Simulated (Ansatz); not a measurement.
`CC(O)S` + H₂ → `CCS` + H₂O at 400 K and 1 bar (hydrogenolysis of a C–O bond).

Program: Ansatz. Geometries: PBE0-D4/def2-TZVP. ΔE: electronic, gas phase. CCSD(T)/CBS adds triple-zeta CCSD(T) − MP2 to the extrapolated MP2 energy (def2 sets, frozen cores). This one scheme is used for every species. One conformer a species, not always the lowest.

```tsv
species	CCSD(T)/CBS energy (Eh)	H − E (kJ/mol)	S (J/(mol·K))
`CC(O)S`	-552.65592	235.6	337.3
H₂	-1.17544	38.0	139.0
`CCS`	-477.49091	219.5	307.4
H₂O	-76.37941	69.8	198.6
```

H − E and S are ideal-gas, rigid-rotor, harmonic terms from PBE0-D4/def2-TZVP, for one conformer and one mirror image of each species. The MP2-based limit puts H₂ 0.8 mEh under its directly extrapolated value; such offsets cancel only in part. 1 Eh = 2625.50 kJ/mol, R = 8.31446 J/(mol·K).

Q: By hand: ΔE, ΔH, ΔS and ΔG.

A: ΔE = (-477.49091) + (-76.37941) − (-552.65592) − (-1.17544) = -0.03896 Eh = -102.3 kJ/mol. Δ(H − E) = 219.5 + 69.8 − 235.6 − 38.0 = 15.7, so ΔH = -86.6 kJ/mol. ΔS = 307.4 + 198.6 − 337.3 − 139.0 = 29.7 J/(mol·K). ΔG = -86.6 − 400 × (29.7)/1000 = -98.5 kJ/mol.

Q: By hand: the equilibrium constant, and the temperature at which ΔG would vanish if ΔH and ΔS stayed fixed.

A: log₁₀ K = −ΔG/(RT ln 10) = 12.9. ΔH and −TΔS have one sign here, so there is no such temperature.

ΔH outweighs TΔS. A doubt of 5 kJ/mol in ΔE shifts log₁₀ K by 0.7 here. Other conformers and mirror images would add mixing entropy, several J/(mol·K) or more a flexible species. These are equilibria of isolated gas molecules and say nothing of rates. Largest T1 diagnostic: 0.010 (customary marks: 0.02 for closed shells, 0.045 for open ones).
